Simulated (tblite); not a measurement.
Species: C₃H₇F.
Numbering: `[CH3:1][CH:2]([CH3:3])[F:4]` (hydrogens: H5, H6, H7 on C1; H8 on C2; H9, H10, H11 on C3)

Computed with GFN2-xTB (tblite): harmonic, unscaled wavenumbers at the GFN2-xTB geometry, gas phase. Errors from tens to a few hundred cm⁻¹ against measured bands are possible.

Harmonic wavenumbers (cm⁻¹): 166.2, 209.1, 344.6, 392.8, 472.4, 852.6, 940.5, 949.3, 967.6, 1137.7, 1150.2, 1172.9, 1307.1, 1307.4, 1395.5, 1406.2, 1471.6, 1480.7, 1483.5, 1495.3, 2902.0, 3042.9, 3048.5, 3049.9, 3050.8, 3054.4, 3059.3.

A = 8712, B = 8164, C = 4815 MHz; mass 62.053 u (most abundant isotopes); point group Cs, symmetry number 1.

**Question.** What is the zero-point energy?

**Answer.** Half the sum of the wavenumbers: 20656 cm⁻¹ = 247.09 kJ/mol.

**Question.** Entropy at 200 K, 1 bar (ideal gas, RRHO, classical rotation)?

**Answer.** Translation 152.04, rotation 96.92, vibration 19.26: S = 268.2 J/(mol K).

**Question.** And Cp and H(200 K) − H(0)?

**Answer.** Cp = 63.18 J/(mol K), of which vibrations give 29.92 (their classical limit is 27 R = 224.5); H(200 K) − H(0) = 9.17 kJ/mol without the zero-point energy, 2.52 from vibrations.

**Question.** What must be added to the electronic energy to get the Gibbs energy at 200 K and 1 bar?

**Answer.** ZPE + [H(200 K) − H(0)] − T·S = 247.09 + 9.17 − 53.64 = 202.62 kJ/mol.

**Question.** Which modes carry the vibrational entropy at 200 K?

**Answer.** 166.2 cm⁻¹: 7.31; 209.1 cm⁻¹: 5.66; 344.6 cm⁻¹: 2.61; 392.8 cm⁻¹: 1.99; 472.4 cm⁻¹: 1.26; 852.6 cm⁻¹: 0.13 J/(mol K); the other 21 give 0.30 together.

**Question.** How do the functions run with temperature in this model?

**Answer.** 
| T (K) | S (J/(mol K)) | Cp (J/(mol K)) | H − H(0) (kJ/mol) | G − H(0) (kJ/mol) | ln q(vib) |
| --- | --- | --- | --- | --- | --- |
| 100 | 231.0 | 45.5 | 3.71 | -19.40 | 0.16 |
| 300 | 297.2 | 81.7 | 16.39 | -72.78 | 1.61 |
| 500 | 348.5 | 121.6 | 36.80 | -137.44 | 3.45 |
| 800 | 415.8 | 165.0 | 80.29 | -252.37 | 6.45 |
| 1000 | 454.9 | 184.7 | 115.36 | -339.51 | 8.45 |

q(vib) and H(0) count from the zero-point level.

Hindered rotation and anharmonicity are outside this model.
